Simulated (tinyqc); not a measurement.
RHF in the sto-6g basis, for H3O+, spin multiplicity 1, step by step (part 1 of 2). Computed by tinyqc, a small Python program that keeps every step (integrals from PySCF). Settings: charge = 1, multiplicity = 1, basis = sto-6g, energy threshold = 1e-08, iteration cap = 82, orthogonalisation = symmetric, start = random, DIIS depth = 0, damping = 0.7, method = RHF. Command: `OMP_NUM_THREADS=1 python tinyqc.py 24445 24446 out.jsonl` (the two numbers bound the seeds that draw the settings). One thread of a shared host (Intel(R) Xeon(R) Processor @ 2.60GHz), about 0.2 s of CPU time with the checks. Later iterations appear only in the table of the cycle.

## One-electron integrals

Geometry (angstrom):
```
atom          x          y         z
O      0.000000   0.000000  0.089000
H      1.053000   0.000000  0.000000
H     -0.527000   0.912000  0.000000
H     -0.527000  -0.912000  0.000000
```

Basis sto-6g: exponents (1/bohr^2) and contraction coefficients of normalised primitives:
```
element  l (shell)     exponent  coefficient
O            s (1)  1355.584234     0.009164
O            s (1)   248.544885     0.049361
O            s (1)    69.533902     0.168538
O            s (1)    23.886772     0.370563
O            s (1)     9.275933     0.416492
O            s (1)     3.820341     0.130334
O            s (2)    52.187762    -0.013253
O            s (2)    10.329320    -0.046992
O            s (2)     3.210345    -0.033785
O            s (2)     1.235135     0.250242
O            s (2)     0.536420     0.595117
O            s (2)     0.245881     0.240706
O            p (3)    52.187762     0.003760
O            p (3)    10.329320     0.037679
O            p (3)     3.210345     0.173897
O            p (3)     1.235135     0.418036
O            p (3)     0.536420     0.425860
O            p (3)     0.245881     0.101708
H            s (1)    35.523221     0.009164
H            s (1)     6.513144     0.049361
H            s (1)     1.822143     0.168538
H            s (1)     0.625955     0.370563
H            s (1)     0.243077     0.416492
H            s (1)     0.100112     0.130334
```

Overlap, kinetic and nuclear-attraction integrals over the contracted functions; the nuclear repulsion is the sum of Za Zb / Rab.

nuclear repulsion = 12.88604286 hartree

overlap S, order 1O 1s, 1O 2s, 1O 2px, 1O 2py, 1O 2pz, 2H 1s, 3H 1s, 4H 1s:
```
[[1.000000, 0.231145, 0.000000, 0.000000, 0.000000, 0.044094, 0.044062, 0.044062],
 [0.231145, 1.000000, 0.000000, 0.000000, 0.000000, 0.414024, 0.413834, 0.413834],
 [0.000000, 0.000000, 1.000000, 0.000000, 0.000000, 0.355214, -0.177664, -0.177664],
 [0.000000, 0.000000, 0.000000, 1.000000, 0.000000, 0.000000, 0.307456, -0.307456],
 [0.000000, 0.000000, 0.000000, 0.000000, 1.000000, -0.030023, -0.030004, -0.030004],
 [0.044094, 0.414024, 0.355214, 0.000000, -0.030023, 1.000000, 0.158150, 0.158150],
 [0.044062, 0.413834, -0.177664, 0.307456, -0.030004, 0.158150, 1.000000, 0.158229],
 [0.044062, 0.413834, -0.177664, -0.307456, -0.030004, 0.158150, 0.158229, 1.000000]]
```

kinetic energy T (hartree), order 1O 1s, 1O 2s, 1O 2px, 1O 2py, 1O 2pz, 2H 1s, 3H 1s, 4H 1s:
```
[[29.327197, -0.896024, 0.000000, 0.000000, 0.000000, -0.005164, -0.005170, -0.005170],
 [-0.896024, 0.842618, 0.000000, 0.000000, 0.000000, 0.085030, 0.084911, 0.084911],
 [0.000000, 0.000000, 2.531309, 0.000000, 0.000000, 0.211247, -0.105592, -0.105592],
 [0.000000, 0.000000, 0.000000, 2.531309, 0.000000, 0.000000, 0.182733, -0.182733],
 [0.000000, 0.000000, 0.000000, 0.000000, 2.531309, -0.017855, -0.017832, -0.017832],
 [-0.005164, 0.085030, 0.211247, 0.000000, -0.017855, 0.768522, -0.008709, -0.008709],
 [-0.005170, 0.084911, -0.105592, 0.182733, -0.017832, -0.008709, 0.768522, -0.008700],
 [-0.005170, 0.084911, -0.105592, -0.182733, -0.017832, -0.008709, -0.008700, 0.768522]]
```

nuclear attraction V (hartree), order 1O 1s, 1O 2s, 1O 2px, 1O 2py, 1O 2pz, 2H 1s, 3H 1s, 4H 1s:
```
[[-62.760289, -6.498455, 0.000001, 0.000000, 0.003403, -1.414297, -1.413263, -1.413263],
 [-6.498455, -10.491404, 0.000020, 0.000000, 0.038983, -3.381151, -3.379314, -3.379314],
 [0.000001, 0.000020, -10.539875, 0.000000, 0.000003, -2.586111, 1.293357, 1.293357],
 [0.000000, 0.000000, 0.000000, -10.539676, 0.000000, 0.000000, -2.238167, 2.238167],
 [0.003403, 0.038983, 0.000003, 0.000000, -10.393421, 0.228389, 0.228224, 0.228224],
 [-1.414297, -3.381151, -2.586111, 0.000000, 0.228389, -5.726786, -1.028578, -1.028578],
 [-1.413263, -3.379314, 1.293357, -2.238167, 0.228224, -1.028578, -5.725799, -1.028882],
 [-1.413263, -3.379314, 1.293357, 2.238167, 0.228224, -1.028578, -1.028882, -5.725799]]
```

core Hamiltonian H = T + V (hartree), order 1O 1s, 1O 2s, 1O 2px, 1O 2py, 1O 2pz, 2H 1s, 3H 1s, 4H 1s:
```
[[-33.433091, -7.394479, 0.000001, 0.000000, 0.003403, -1.419461, -1.418434, -1.418434],
 [-7.394479, -9.648786, 0.000020, 0.000000, 0.038983, -3.296121, -3.294403, -3.294403],
 [0.000001, 0.000020, -8.008567, 0.000000, 0.000003, -2.374865, 1.187764, 1.187764],
 [0.000000, 0.000000, 0.000000, -8.008367, 0.000000, 0.000000, -2.055435, 2.055435],
 [0.003403, 0.038983, 0.000003, 0.000000, -7.862112, 0.210534, 0.210392, 0.210392],
 [-1.419461, -3.296121, -2.374865, 0.000000, 0.210534, -4.958264, -1.037287, -1.037287],
 [-1.418434, -3.294403, 1.187764, -2.055435, 0.210392, -1.037287, -4.957277, -1.037582],
 [-1.418434, -3.294403, 1.187764, 2.055435, 0.210392, -1.037287, -1.037582, -4.957277]]
```

## Two-electron integrals

Functions are numbered as in S; the eight-fold symmetry (ij|kl) = (ji|kl) = (kl|ij) leaves the list below.

Two-electron integrals (ij|kl) in chemists' order, unique and non-zero (hartree):
```
(11|11) 4.787491    (21|11) 0.675884    (21|21) 0.121505    (22|11) 1.117379
(22|21) 0.249212    (22|22) 0.817383    (31|31) 0.025762    (32|31) 0.039145
(32|32) 0.180664    (33|11) 1.117381    (33|21) 0.249212    (33|22) 0.817382
(33|33) 0.880663    (41|41) 0.025762    (42|41) 0.039145    (42|42) 0.180664
(43|43) 0.047461    (44|11) 1.117381    (44|21) 0.249212    (44|22) 0.817382
(44|33) 0.785741    (44|44) 0.880663    (51|51) 0.025762    (52|51) 0.039145
(52|52) 0.180664    (53|53) 0.047461    (54|54) 0.047461    (55|11) 1.117381
(55|21) 0.249212    (55|22) 0.817382    (55|33) 0.785741    (55|44) 0.785741
(55|55) 0.880663    (61|11) 0.137403    (61|21) 0.023679    (61|22) 0.047518
(61|31) 0.001155    (61|32) 0.002259    (61|33) 0.047720    (61|44) 0.047416
(61|51) -0.000098   (61|52) -0.000191   (61|53) -0.000026   (61|55) 0.047418
(61|61) 0.004704    (62|11) 0.339186    (62|21) 0.076733    (62|22) 0.279307
(62|31) 0.006130    (62|32) 0.045558    (62|33) 0.288558    (62|44) 0.274631
(62|51) -0.000518   (62|52) -0.003851   (62|53) -0.001177   (62|55) 0.274731
(62|61) 0.015040    (62|62) 0.119572    (63|11) 0.246505    (63|21) 0.056550
(63|22) 0.219534    (63|31) 0.012394    (63|32) 0.081498    (63|33) 0.239131
(63|44) 0.209697    (63|51) -0.000333   (63|52) -0.002845   (63|53) -0.001696
(63|55) 0.209774    (63|61) 0.011581    (63|62) 0.114260    (63|63) 0.124714
(64|41) 0.008456    (64|42) 0.047832    (64|43) 0.009362    (64|54) -0.000791
(64|64) 0.016753    (65|11) -0.020835   (65|21) -0.004780   (65|22) -0.018555
(65|31) -0.000333   (65|32) -0.002845   (65|33) -0.018629   (65|44) -0.017724
(65|51) 0.008485    (65|52) 0.048073    (65|53) 0.009439    (65|55) -0.019313
(65|61) -0.000979   (65|62) -0.009657   (65|63) -0.009125   (65|65) 0.017525
(66|11) 0.487989    (66|21) 0.112453    (66|22) 0.468679    (66|31) 0.011471
(66|32) 0.117113    (66|33) 0.505390    (66|44) 0.450126    (66|51) -0.000970
(66|52) -0.009898   (66|53) -0.004671   (66|55) 0.450521    (66|61) 0.022259
(66|62) 0.256264    (66|63) 0.279435    (66|65) -0.023618   (66|66) 0.774999
(71|11) 0.137303    (71|21) 0.023662    (71|22) 0.047484    (71|31) -0.000578
(71|32) -0.001130   (71|33) 0.047458    (71|41) 0.001000    (71|42) 0.001955
(71|43) -0.000131   (71|44) 0.047609    (71|51) -0.000098   (71|52) -0.000191
(71|53) 0.000013    (71|54) -0.000022   (71|55) 0.047384    (71|61) 0.004617
(71|62) 0.014433    (71|63) 0.010393    (71|64) 0.000418    (71|65) -0.000940
(71|66) 0.021060    (71|71) 0.004697    (72|11) 0.338996    (72|21) 0.076691
(72|22) 0.279159    (72|31) -0.003065   (72|32) -0.022783   (72|33) 0.277970
(72|41) 0.005305    (72|42) 0.039427    (72|43) -0.006030   (72|44) 0.284921
(72|51) -0.000518   (72|52) -0.003848   (72|53) 0.000588    (72|54) -0.001018
(72|55) 0.274585    (72|61) 0.014435    (72|62) 0.092997    (72|63) 0.068033
(72|64) 0.010436    (72|65) -0.007278   (72|66) 0.158918    (72|71) 0.015021
(72|72) 0.119454    (73|11) -0.123278   (73|21) -0.028281   (73|22) -0.109792
(73|31) 0.009436    (73|32) 0.056228    (73|33) -0.115577   (73|41) -0.001705
(73|42) -0.014578   (73|43) 0.010422    (73|44) -0.108888   (73|51) 0.000166
(73|52) 0.001423    (73|53) -0.001017   (73|54) 0.000392    (73|55) -0.104911
(73|61) -0.004840   (73|62) -0.025009   (73|63) -0.006421   (73|64) -0.002141
(73|65) 0.001911    (73|66) -0.032467   (73|71) -0.005788   (73|72) -0.057117
(73|73) 0.043740    (74|11) 0.213338    (74|21) 0.048941    (74|22) 0.190001
(74|31) -0.001705   (74|32) -0.014578   (74|33) 0.183808    (74|41) 0.011401
(74|42) 0.073032    (74|43) -0.008697   (74|44) 0.204641    (74|51) -0.000288
(74|52) -0.002462   (74|53) 0.000392    (74|54) -0.001469   (74|55) 0.181554
(74|61) 0.009211    (74|62) 0.064134    (74|63) 0.046570    (74|64) 0.019254
(74|65) -0.004927   (74|66) 0.111081    (74|71) 0.010016    (74|72) 0.098844
(74|73) -0.046733   (74|74) 0.097608    (75|11) -0.020819   (75|21) -0.004776
(75|22) -0.018542   (75|31) 0.000166    (75|32) 0.001423    (75|33) -0.017937
(75|41) -0.000288   (75|42) -0.002462   (75|43) 0.000392    (75|44) -0.018389
(75|51) 0.008479    (75|52) 0.048044    (75|53) -0.004720   (75|54) 0.008168
(75|55) -0.019299   (75|61) -0.000940   (75|62) -0.007277   (75|63) -0.005221
(75|64) -0.000810   (75|65) 0.013044    (75|66) -0.013521   (75|71) -0.000977
(75|72) -0.009646   (75|73) 0.004561    (75|74) -0.007892   (75|75) 0.017505
(76|11) 0.098986    (76|21) 0.022575    (76|22) 0.087951    (76|31) 0.000739
(76|32) 0.006333    (76|33) 0.088533    (76|41) 0.001281    (76|42) 0.010977
(76|43) 0.000392    (76|44) 0.088987    (76|51) -0.000250   (76|52) -0.002143
(76|53) -0.000251   (76|54) -0.000434   (76|55) 0.086333    (76|61) 0.004356
(76|62) 0.035967    (76|63) 0.032103    (76|64) 0.003810    (76|65) -0.003271
(76|66) 0.077175    (76|71) 0.004353    (76|72) 0.035951    (76|73) -0.012761
(76|74) 0.029693    (76|75) -0.003269   (76|76) 0.013188    (77|11) 0.487861
(77|21) 0.112423    (77|22) 0.468575    (77|31) -0.005737   (77|32) -0.058577
(77|33) 0.463857    (77|41) 0.009928    (77|42) 0.101371    (77|43) -0.023933
(77|44) 0.491445    (77|51) -0.000969   (77|52) -0.009893   (77|53) 0.002336
(77|54) -0.004042   (77|55) 0.450422    (77|61) 0.021070    (77|62) 0.158969
(77|63) 0.112444    (77|64) 0.027474    (77|65) -0.013527   (77|66) 0.288181
(77|71) 0.022237    (77|72) 0.256114    (77|73) -0.139741   (77|74) 0.241828
(77|75) -0.023599   (77|76) 0.077175    (77|77) 0.774999    (81|11) 0.137303
(81|21) 0.023662    (81|22) 0.047484    (81|31) -0.000578   (81|32) -0.001130
(81|33) 0.047458    (81|41) -0.001000   (81|42) -0.001955   (81|43) 0.000131
(81|44) 0.047609    (81|51) -0.000098   (81|52) -0.000191   (81|53) 0.000013
(81|54) 0.000022    (81|55) 0.047384    (81|61) 0.004617    (81|62) 0.014433
(81|63) 0.010393    (81|64) -0.000418   (81|65) -0.000940   (81|66) 0.021060
(81|71) 0.004613    (81|72) 0.014425    (81|73) -0.005560   (81|74) 0.008786
(81|75) -0.000939   (81|76) 0.004212    (81|77) 0.021055    (81|81) 0.004697
(82|11) 0.338996    (82|21) 0.076691    (82|22) 0.279159    (82|31) -0.003065
(82|32) -0.022783   (82|33) 0.277970    (82|41) -0.005305   (82|42) -0.039427
(82|43) 0.006030    (82|44) 0.284921    (82|51) -0.000518   (82|52) -0.003848
(82|53) 0.000588    (82|54) 0.001018    (82|55) 0.274585    (82|61) 0.014435
(82|62) 0.092997    (82|63) 0.068033    (82|64) -0.010436   (82|65) -0.007278
(82|66) 0.158918    (82|71) 0.014425    (82|72) 0.092960    (82|73) -0.043074
(82|74) 0.053676    (82|75) -0.007274   (82|76) 0.028758    (82|77) 0.158919
(82|81) 0.015021    (82|82) 0.119454    (83|11) -0.123278   (83|21) -0.028281
(83|22) -0.109792   (83|31) 0.009436    (83|32) 0.056228    (83|33) -0.115577
(83|41) 0.001705    (83|42) 0.014578    (83|43) -0.010422   (83|44) -0.108888
(83|51) 0.000166    (83|52) 0.001423    (83|53) -0.001017   (83|54) -0.000392
(83|55) -0.104911   (83|61) -0.004840   (83|62) -0.025009   (83|63) -0.006421
(83|64) 0.002141    (83|65) 0.001911    (83|66) -0.032467   (83|71) -0.005560
(83|72) -0.043074   (83|73) 0.032101    (83|74) -0.024364   (83|75) 0.003314
(83|76) -0.010012   (83|77) -0.080063   (83|81) -0.005788   (83|82) -0.057117
(83|83) 0.043740    (84|11) -0.213338   (84|21) -0.048941   (84|22) -0.190001
(84|31) 0.001705    (84|32) 0.014578    (84|33) -0.183808   (84|41) 0.011401
(84|42) 0.073032    (84|43) -0.008697   (84|44) -0.204641   (84|51) 0.000288
(84|52) 0.002462    (84|53) -0.000392   (84|54) -0.001469   (84|55) -0.181554
(84|61) -0.009211   (84|62) -0.064134   (84|63) -0.046570   (84|64) 0.019254
(84|65) 0.004927    (84|66) -0.111081   (84|71) -0.008786   (84|72) -0.053676
(84|73) 0.024364    (84|74) -0.019215   (84|75) 0.004115    (84|76) -0.017321
(84|77) -0.083612   (84|81) -0.010016   (84|82) -0.098844   (84|83) 0.046733
(84|84) 0.097608    (85|11) -0.020819   (85|21) -0.004776   (85|22) -0.018542
(85|31) 0.000166    (85|32) 0.001423    (85|33) -0.017937   (85|41) 0.000288
(85|42) 0.002462    (85|43) -0.000392   (85|44) -0.018389   (85|51) 0.008479
(85|52) 0.048044    (85|53) -0.004720   (85|54) -0.008168   (85|55) -0.019299
(85|61) -0.000940   (85|62) -0.007277   (85|63) -0.005221   (85|64) 0.000810
(85|65) 0.013044    (85|66) -0.013521   (85|71) -0.000939   (85|72) -0.007274
(85|73) 0.003314    (85|74) -0.004115   (85|75) 0.013039    (85|76) -0.002528
(85|77) -0.013521   (85|81) -0.000977   (85|82) -0.009646   (85|83) 0.004561
(85|84) 0.007892    (85|85) 0.017505    (86|11) 0.098986    (86|21) 0.022575
(86|22) 0.087951    (86|31) 0.000739    (86|32) 0.006333    (86|33) 0.088533
(86|41) -0.001281   (86|42) -0.010977   (86|43) -0.000392   (86|44) 0.088987
(86|51) -0.000250   (86|52) -0.002143   (86|53) -0.000251   (86|54) 0.000434
(86|55) 0.086333    (86|61) 0.004356    (86|62) 0.035967    (86|63) 0.032103
(86|64) -0.003810   (86|65) -0.003271   (86|66) 0.077175    (86|71) 0.004212
(86|72) 0.028758    (86|73) -0.010012   (86|74) 0.017321    (86|75) -0.002528
(86|76) 0.010677    (86|77) 0.050139    (86|81) 0.004353    (86|82) 0.035951
(86|83) -0.012761   (86|84) -0.029693   (86|85) -0.003269   (86|86) 0.013188
(87|11) 0.099009    (87|21) 0.022580    (87|22) 0.087978    (87|31) -0.001480
(87|32) -0.012688   (87|33) 0.089245    (87|44) 0.088332    (87|51) -0.000250
(87|52) -0.002143   (87|53) 0.000502    (87|55) 0.086358    (87|61) 0.004216
(87|62) 0.028779    (87|63) 0.020015    (87|65) -0.002531   (87|66) 0.050157
(87|71) 0.004354    (87|72) 0.035967    (87|73) -0.019367   (87|74) 0.025896
(87|75) -0.003271   (87|76) 0.010682    (87|77) 0.077220    (87|81) 0.004354
(87|82) 0.035967    (87|83) -0.019367   (87|84) -0.025896   (87|85) -0.003271
(87|86) 0.010682    (87|87) 0.013202    (88|11) 0.487861    (88|21) 0.112423
(88|22) 0.468575    (88|31) -0.005737   (88|32) -0.058577   (88|33) 0.463857
(88|41) -0.009928   (88|42) -0.101371   (88|43) 0.023933    (88|44) 0.491445
(88|51) -0.000969   (88|52) -0.009893   (88|53) 0.002336    (88|54) 0.004042
(88|55) 0.450422    (88|61) 0.021070    (88|62) 0.158969    (88|63) 0.112444
(88|64) -0.027474   (88|65) -0.013527   (88|66) 0.288181    (88|71) 0.021055
(88|72) 0.158919    (88|73) -0.080063   (88|74) 0.083612    (88|75) -0.013521
(88|76) 0.050139    (88|77) 0.288230    (88|81) 0.022237    (88|82) 0.256114
(88|83) -0.139741   (88|84) -0.241828   (88|85) -0.023599   (88|86) 0.077175
(88|87) 0.077220    (88|88) 0.774999
```

## Orthogonalisation

S = U s U^T; symmetric (Loewdin) form X = U s^(-1/2) U^T, so that X^T S X = 1.

eigenvalues of S: [0.392210, 0.478720, 0.478938, 0.975017, 1.010124, 1.362833, 1.363156, 1.939002]

X, order 1O 1s, 1O 2s, 1O 2px, 1O 2py, 1O 2pz, 2H 1s, 3H 1s, 4H 1s:
```
[[1.023214, -0.140829, -0.000001, 0.000000, 0.001502, 0.017386, 0.017378, 0.017378],
 [-0.140829, 1.250056, 0.000033, 0.000000, -0.016288, -0.233467, -0.233281, -0.233281],
 [-0.000001, 0.000033, 1.098267, 0.000000, -0.000003, -0.236501, 0.118257, 0.118257],
 [0.000000, 0.000000, 0.000000, 1.098125, 0.000000, 0.000000, -0.204661, 0.204661],
 [0.001502, -0.016288, -0.000003, 0.000000, 1.001158, 0.016650, 0.016634, 0.016634],
 [0.017386, -0.233467, -0.236501, 0.000000, 0.016650, 1.151826, -0.051766, -0.051766],
 [0.017378, -0.233281, 0.118257, -0.204661, 0.016634, -0.051766, 1.151673, -0.051778],
 [0.017378, -0.233281, 0.118257, 0.204661, 0.016634, -0.051766, -0.051778, 1.151673]]
```

## Starting guess

The start is random orthonormal orbitals; D = 2 C_occ C_occ^T.

D at the start, order 1O 1s, 1O 2s, 1O 2px, 1O 2py, 1O 2pz, 2H 1s, 3H 1s, 4H 1s:
```
[[1.134213, -0.028481, 0.222460, 0.158705, -0.968321, -0.101037, -0.163244, 0.048220],
 [-0.028481, 2.788782, -0.025293, -0.398593, 0.442360, -1.210336, -0.530008, -1.570833],
 [0.222460, -0.025293, 2.245203, 0.451299, 0.288084, -1.143064, -0.146826, 0.895266],
 [0.158705, -0.398593, 0.451299, 1.685096, 0.013864, 0.090621, 0.416823, 0.226750],
 [-0.968321, 0.442360, 0.288084, 0.013864, 1.016791, -0.203402, -0.021979, -0.184400],
 [-0.101037, -1.210336, -1.143064, 0.090621, -0.203402, 2.364748, -0.472401, -0.615115],
 [-0.163244, -0.530008, -0.146826, 0.416823, -0.021979, -0.472401, 0.772642, 0.753455],
 [0.048220, -1.570833, 0.895266, 0.226750, -0.184400, -0.615115, 0.753455, 1.807828]]
```

## Iteration 1: building the Fock matrix

J_ij = sum D_kl (ij|kl), K_ij = sum D_kl (ik|jl); F = H + J - 0.5 K; E = tr D H + tr D J / 2 - 0.25 tr D K + E_nn.

Coulomb J (hartree), order 1O 1s, 1O 2s, 1O 2px, 1O 2py, 1O 2pz, 2H 1s, 3H 1s, 4H 1s:
```
[[13.427562, 2.561206, 0.001116, -0.002652, -0.022465, 0.498055, 0.497540, 0.498043],
 [2.561206, 7.386674, -0.020698, -0.019900, 0.030406, 2.574071, 2.550313, 2.573993],
 [0.001116, -0.020698, 7.445073, 0.024136, 0.024620, 2.063658, -1.018595, -1.038027],
 [-0.002652, -0.019900, 0.024136, 7.419618, 0.003068, -0.000806, 1.748326, -1.786781],
 [-0.022465, 0.030406, 0.024620, 0.003068, 7.295319, -0.158646, -0.161598, -0.165498],
 [0.498055, 2.574071, 2.063658, -0.000806, -0.158646, 4.751665, 0.821504, 0.827070],
 [0.497540, 2.550313, -1.018595, 1.748326, -0.161598, 0.821504, 4.515623, 0.821617],
 [0.498043, 2.573993, -1.038027, -1.786781, -0.165498, 0.827070, 0.821617, 4.674013]]
```

exchange K (hartree), order 1O 1s, 1O 2s, 1O 2px, 1O 2py, 1O 2pz, 2H 1s, 3H 1s, 4H 1s:
```
[[5.658846, 1.183941, 0.198430, 0.110045, -0.985024, 0.213220, 0.203185, 0.160750],
 [1.183941, 1.823388, -0.171429, 0.064095, 0.067911, 0.336424, 0.620514, 0.379588],
 [0.198430, -0.171429, 1.953627, 0.143014, 0.226988, 0.400967, -0.474096, -0.286594],
 [0.110045, 0.064095, 0.143014, 2.007627, 0.029440, 0.102718, 0.642463, -0.484482],
 [-0.985024, 0.067911, 0.226988, 0.029440, 1.359083, 0.005913, -0.025122, -0.088107],
 [0.213220, 0.336424, 0.400967, 0.102718, 0.005913, 1.011087, 0.010626, -0.051220],
 [0.203185, 0.620514, -0.474096, 0.642463, -0.025122, 0.010626, 0.959125, 0.158272],
 [0.160750, 0.379588, -0.286594, -0.484482, -0.088107, -0.051220, 0.158272, 0.914438]]
```

Fock matrix F (hartree), order 1O 1s, 1O 2s, 1O 2px, 1O 2py, 1O 2pz, 2H 1s, 3H 1s, 4H 1s:
```
[[-22.834952, -5.425244, -0.098098, -0.057675, 0.473449, -1.028016, -1.022486, -1.000766],
 [-5.425244, -3.173806, 0.065037, -0.051948, 0.035433, -0.890262, -1.054347, -0.910204],
 [-0.098098, 0.065037, -1.540307, -0.047371, -0.088871, -0.511690, 0.406217, 0.293034],
 [-0.057675, -0.051948, -0.047371, -1.592563, -0.011652, -0.052165, -0.628340, 0.510894],
 [0.473449, 0.035433, -0.088871, -0.011652, -1.246334, 0.048931, 0.061355, 0.088948],
 [-1.028016, -0.890262, -0.511690, -0.052165, 0.048931, -0.712142, -0.221095, -0.184607],
 [-1.022486, -1.054347, 0.406217, -0.628340, 0.061355, -0.221095, -0.921217, -0.295101],
 [-1.000766, -0.910204, 0.293034, 0.510894, 0.088948, -0.184607, -0.295101, -0.740484]]
```

total energy of this density = -56.00837959 hartree

This density is the starting one.
